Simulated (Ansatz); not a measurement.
## How methods differ on AlCl (aluminium monochloride)

The species is AlCl (2 atoms), meant as a singlet with charge 0. As SMILES, `[Al][Cl]`. The bond length is the measured one.

```xyz
2

Al    0.0000    0.0000    0.0000
Cl    0.0000    0.0000    2.1301
```

Quantity: the vertical electron affinity (to the doublet anion), in eV. The values are calculated.

The electron affinity is E(neutral) − E(anion): positive where the electron is bound.

| level | kind | program | value (eV) | CPU time (all runs) |
| --- | --- | --- | --- | --- |
| HF/x2c-SV(P)all (sfX2C) | Hartree–Fock | Ansatz | -0.79 | 0.44 s |
| HF/x2c-TZVPall (sfX2C) | Hartree–Fock | Ansatz | -0.58 | 2.2 s |
| HF/x2c-TZVPPall (sfX2C) | Hartree–Fock | Ansatz | -0.58 | 2.8 s |
| HF/x2c-QZVPall (sfX2C) | Hartree–Fock | Ansatz | -0.40 | 8.7 s |
| MP2/aug-cc-pVDZ | perturbation theory | Ansatz | -0.09 | 3 s |
| MP2/aug-cc-pVTZ | perturbation theory | Ansatz | -0.03 | 9.7 s |
| MP2/aug-cc-pVQZ | perturbation theory | Ansatz | 0.00 | 59 s |

The values span -0.79 to 0.00 eV. Negative values mean that the anion is unbound at that level; they are set by how diffuse the basis is and aren't properties of the molecule. Times are those of the runs behind each value, whatever else they computed, on shared processors of several kinds: orders of magnitude only.
